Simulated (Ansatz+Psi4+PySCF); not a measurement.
Two shapes of doublet C2H5.

Shape 1:

```xyz
7

C    -0.5700    0.0016   -0.2093
C     0.7442    0.0067    0.0392
H    -1.5012   -0.0050    1.5266
H    -1.0938    0.9152   -0.4056
H    -1.0978   -0.9164   -0.4009
H     1.3001   -0.9288    0.1662
H     1.3057    0.9205    0.1815
```

Shape 2:

```xyz
7

C    -0.5679    0.0001   -0.2190
C     0.7511    0.0000    0.0419
H    -1.4939   -0.0005    1.5318
H    -1.1017    0.9206   -0.4086
H    -1.1020   -0.9202   -0.4091
H     1.2991   -0.9223    0.1738
H     1.2989    0.9223    0.1744
```

Basis set: cc-pVTZ (spherical functions). Frozen core: 2 orbitals. Correlation on ROHF uses semicanonical orbitals with singles. Charge 0, multiplicity 2.

Computed with Ansatz (development build ahead of 0.2.0) and Psi4 1.11; each method stands on the lowest determinant of its kind that the runs found.

(1) Which shape is lower in energy, and by how much in each method?

## Answers

(1)

```tsv
method	E(2) − E(1) (eV)
ROHF	-0.008
ROHF-MP2	-0.011
ROHF-CCSD	-0.009
ROHF-CCSD(T)	-0.011
UHF-CCSD(T)	-0.010
```

Shape 2 is lower. Caution for UHF-CCSD(T): the unrestricted determinant is spin contaminated.
